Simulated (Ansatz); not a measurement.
This geometry of BH3O + H2 (7 atoms, charge 0, multiplicity 1) is a first-order saddle point.

Theory: Ansatz 0.2.0, RKS PBE-D4/def2-SVP.

```xyz
7
Properties=species:S:1:pos:R:3
B 0.013 0.065 0.187
O 0.033 0.189 1.768
H -0.881 0.065 2.085
H 1.074 -0.328 -0.251
H -1.040 -0.336 -0.275
H 0.019 1.409 -0.038
H -0.006 1.216 0.981
```

Task: Which two structures does it join? (They come from a converged band through this point; their orientation in space is the band's.)

Result: Bonds broken: H6–H7. Bonds formed: B1–H6, O2–H7. BH3O + H2 becomes BH5O.

Initial state:

```xyz
7
Properties=species:S:1:pos:R:3
B -0.108 -0.918 -0.038
O -0.163 0.088 0.871
H -1.005 0.109 1.363
H 0.920 -1.008 -0.682
H -1.051 -1.682 -0.184
H 0.287 3.212 1.680
H 0.332 2.480 1.445
```

Final state:

```xyz
7
Properties=species:S:1:pos:R:3
B -0.084 0.164 -0.048
O -0.052 0.212 1.643
H -0.939 0.505 1.932
H 1.059 -0.179 -0.325
H -0.950 -0.673 -0.268
H -0.376 1.315 -0.373
H 0.555 0.937 1.893
```

Task: How far does it lie above each of them?

Result: 1.39 eV above the first and 0.73 eV above the second. This is the barrier of this one path; another mechanism may lie lower. The orbitals stay closed-shell, which can raise the energy where a bond breaks towards radicals; this wasn't checked here.

The run took 2.2 min on 1 thread of Arm Neoverse V1 (shared host), peak memory 0.096 GiB.
